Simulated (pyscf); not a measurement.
**Routes from H₃C–Cl + ZnH₂**

Candidate steps break at most two bonds and form at most two. Each was searched with GFN2-xTB (tblite) first. Optimised with ωB97X-D3(BJ)/def2-SVP in PySCF. Energies: ωB97M-D3(BJ)/def2-TZVP, kcal/mol, from the separated reactants, singlet surface; ΔG‡ with ideal gas, 1 atm, RRHO with modes under 100 cm⁻¹ raised to 100, one conformer, R ln 2 for chiral ones without a mode under 150 cm⁻¹.

| products | type | ΔE‡ | ΔE | ΔG‡ 298 K | ΔG‡ 900 K | ν‡ (cm⁻¹) |
|---|---|---|---|---|---|---|
| Cl–CH₂–ZnH + H₂ | exchange assisted by a bridging atom | 48.7 | +10.3 | 55.1 | 72.5 | 1332i |
| H₃C–ZnH + HCl | four-centre exchange | 73.9 | -12.0 | 79.7 | 95.1 | 497i |

Row 1: On the reactant side the descent ends in a complex (not fully relaxed), 6.4 kcal/mol under the separated species and 52.8 kcal/mol under the saddle at ωB97X-D3(BJ)/def2-TZVP. Row 2: On the reactant side the descent ends in a complex, 6.4 kcal/mol under the separated species and 80.4 kcal/mol under the saddle at ωB97X-D3(BJ)/def2-TZVP. On the product side the descent ends in a complex, 4.0 kcal/mol under the separated species and 90.0 kcal/mol under the saddle at ωB97X-D3(BJ)/def2-TZVP. 

Plain bond fissions and candidates not yet searched are not listed, and one of them may be faster. Each barrier is that of the saddle found; lower ones may exist. A restricted solution here is unstable towards spin polarisation, so biradical character is likely and single-reference numbers are less safe. Elements up to Kr have no core potential and no relativistic terms here.
